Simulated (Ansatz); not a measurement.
A single point on H2O4P−, SMILES `O=P([O-])(O)O`.

```yaml
crystal:
  periodic: [false, false, false]
  atoms:
    - {symbol: O, position_ang: [0.345975, -1.629065, 0.428378]}
    - {symbol: P, position_ang: [-0.184046, -0.355474, -0.124756]}
    - {symbol: O, position_ang: [-1.313210, -0.239257, -1.084126]}
    - {symbol: O, position_ang: [-0.554255, 0.619260, 1.151289]}
    - {symbol: O, position_ang: [1.102304, 0.439358, -0.779742]}
    - {symbol: H, position_ang: [-1.274830, 1.174933, 0.842305]}
    - {symbol: H, position_ang: [1.878051, -0.009745, -0.433337]}
basis:
  gaussian: {orbitals: def2-TZVPPD}
total_charge: -1
hamiltonian: {xc: pbe}
correlation: {method: rpa}
```

```sh
$ ansatz run in.yaml --threads 2 --pin off --events-out ev --progress --plain --max-ram 32768MiB --backend cpu
```

Shortened log:

```
Functional definition: PBE
1463 factors; integrals over basis functions are off by at most 7.4e-4 eV
mean field evaluation 1: about -17497.4120 eV, gradient 7.6e1 eV
mean field evaluation 2: about -17497.4135 eV, gradient 7.6e1 eV
mean field evaluation 4: about -17505.0768 eV, gradient 2.8e1 eV
mean field evaluation 8: about -17506.5116 eV, gradient 6.0e-1 eV
mean field evaluation 16: about -17506.5119 eV, gradient 4.1e-4 eV
mean field -17506.51187577 eV, -643.3524450945 hartree, gradient 4.5e-6 eV, S^2 0.000000; 1 other end points of the search recorded, 0 dependent functions left out
9 core orbitals not correlated: weight in the atoms' cores, before any rotation towards them, 1.000 or more for the frozen orbitals, at most 0.000 for the correlated occupied ones
reference -17459.57066416 eV, -641.6273873857 hartree; 16, 16 occupied and 217, 217 virtual orbitals, 1463 factors
Total energy: -17505.40499373 eV, -643.3117679301 hartree
```

It took 11 s on 2 threads of an AMD EPYC 7R13 on a shared host, with 0.71 GiB of host memory at the peak.
